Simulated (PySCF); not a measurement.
# Basis-set dependence of excited states

Compound: C3H7Cl.
InChI=1S/C3H7Cl/c1-2-3-4/h2-3H2,1H3

TDDFT with PBE0 (PySCF), vertical singlets, core orbitals frozen in the response, spherical d and f functions. Geometry: PBE0-D3(BJ)/def2-SVP, one conformer, isolated molecule.

```json
{"basis": "6-31G*", "functions": "74", "diffuse": "no", "S1 (eV)": "7.64", "S2 (eV)": "7.73", "S3 (eV)": "9.59", "S4 (eV)": "9.67", "S5 (eV)": "9.79", "LUMO (eV)": "1.28", "α (au)": "41.8"}
{"basis": "6-31+G*", "functions": "90", "diffuse": "yes", "S1 (eV)": "7.27", "S2 (eV)": "7.36", "S3 (eV)": "7.71", "S4 (eV)": "7.81", "S5 (eV)": "8.38", "LUMO (eV)": "0.35", "α (au)": "47.0"}
{"basis": "def2-SVP", "functions": "95", "diffuse": "no", "S1 (eV)": "7.79", "S2 (eV)": "7.90", "S3 (eV)": "8.77", "S4 (eV)": "8.91", "S5 (eV)": "9.72", "LUMO (eV)": "1.46", "α (au)": "42.3"}
{"basis": "aug-cc-pVDZ", "functions": "159", "diffuse": "yes", "S1 (eV)": "7.14", "S2 (eV)": "7.24", "S3 (eV)": "7.36", "S4 (eV)": "7.47", "S5 (eV)": "7.88", "LUMO (eV)": "-0.11", "α (au)": "53.7"}
{"basis": "def2-TZVP", "functions": "172", "diffuse": "no", "S1 (eV)": "7.45", "S2 (eV)": "7.54", "S3 (eV)": "8.37", "S4 (eV)": "8.50", "S5 (eV)": "9.26", "LUMO (eV)": "0.92", "α (au)": "49.5"}
{"basis": "def2-TZVPD", "functions": "220", "diffuse": "yes", "S1 (eV)": "7.15", "S2 (eV)": "7.24", "S3 (eV)": "7.57", "S4 (eV)": "7.67", "S5 (eV)": "8.24", "LUMO (eV)": "0.27", "α (au)": "54.1"}
```

**Question.** How much do these states and the polarisability depend on the basis?

**Answer.** States are compared by their number. Against the largest diffuse basis here (def2-TZVPD, itself not a converged limit), sets without diffuse functions differ by up to 0.64 eV in S1 and 1.55 eV in S5; the smaller diffuse sets differ by up to 0.12 and 0.36 eV. State by state, the largest deviation of a set without diffuse functions is S1 0.64, S2 0.66, S3 2.03, S4 2.00, S5 1.55 eV. The same number needn't mean the same state in each row. Against def2-TZVPD the polarisability deviates by -23% in 6-31G*, -13% in 6-31+G*, -22% in def2-SVP, -1% in aug-cc-pVDZ, -9% in def2-TZVP. A single + in a Pople set puts diffuse functions on heavy atoms only.
